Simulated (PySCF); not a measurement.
A species of formula C4H2FN has this rotational fingerprint, computed with PBE0-D3(BJ)/def2-SVP geometry optimisation, gas phase in PySCF:

```
Rotational constants : A = 9652, B = 2179, C = 1800 MHz
Dipole components    : |μa| = 3.17 D, |μb| = 1.47 D, |μc| = 0.00 D
Inertial defect      : -3.45 u·Å²
κ                    : -0.90
```

Problem. Which structure is it? (One computed conformer of each.)
A. `N#C[C@@H]1C=C1F`
B. `FC1(C#N)C=C1`
C. `C(C#N)#CCF`
D. `C#C[C@@H](F)C#N`
E. `C1(C#N)[C@@H](C=1)F`
F. `N#CC1=C(F)C1`

Solution. F. It is N#CC1=C(F)C1, a near-prolate asymmetric top, point group Cs. The candidates at the same level (rigid rotor, commonest isotopes):

```json
{"SMILES": "N#CC1=C(F)C1", "A (MHz)": "9652", "B (MHz)": "2179", "C (MHz)": "1800", "μa (D)": "3.17", "μb (D)": "1.47", "μc (D)": "0.00", "Δ (u·Å²)": "-3.45", "point group": "Cs", "rotor": "near-prolate asymmetric top"}
{"SMILES": "N#CC#CCF", "A (MHz)": "29210", "B (MHz)": "1286", "C (MHz)": "1241", "μa (D)": "3.29", "μb (D)": "2.09", "μc (D)": "0.00", "Δ (u·Å²)": "-3.22", "point group": "Cs", "rotor": "near-prolate asymmetric top"}
{"SMILES": "N#CC1(F)C=C1", "A (MHz)": "6698", "B (MHz)": "3296", "C (MHz)": "2552", "μa (D)": "3.95", "μb (D)": "1.77", "μc (D)": "0.00", "Δ (u·Å²)": "-30.81", "point group": "Cs", "rotor": "asymmetric top"}
{"SMILES": "C#C[C@@H](F)C#N", "A (MHz)": "5797", "B (MHz)": "2864", "C (MHz)": "2014", "μa (D)": "3.05", "μb (D)": "0.04", "μc (D)": "1.45", "Δ (u·Å²)": "-12.71", "point group": "C1", "rotor": "asymmetric top"}
{"SMILES": "N#CC1=C[C@H]1F", "A (MHz)": "10041", "B (MHz)": "2237", "C (MHz)": "1929", "μa (D)": "2.33", "μb (D)": "2.59", "μc (D)": "0.63", "Δ (u·Å²)": "-14.20", "point group": "C1", "rotor": "near-prolate asymmetric top"}
{"SMILES": "N#C[C@@H]1C=C1F", "A (MHz)": "8893", "B (MHz)": "2367", "C (MHz)": "2029", "μa (D)": "3.06", "μb (D)": "2.26", "μc (D)": "0.74", "Δ (u·Å²)": "-21.31", "point group": "C1", "rotor": "near-prolate asymmetric top"}
```

`C#C[C@@H](F)C#N` has A 40 % too low; `N#CC1(F)C=C1` has B 51 % too high; `N#CC1=C[C@H]1F` has C 7 % too high; `N#C[C@@H]1C=C1F` has C 13 % too high; `N#CC#CCF` has A 203 % too high. In the right answer the mirror of this Cs structure is the ab plane, so μc vanishes by symmetry. No structure here is proved a minimum.
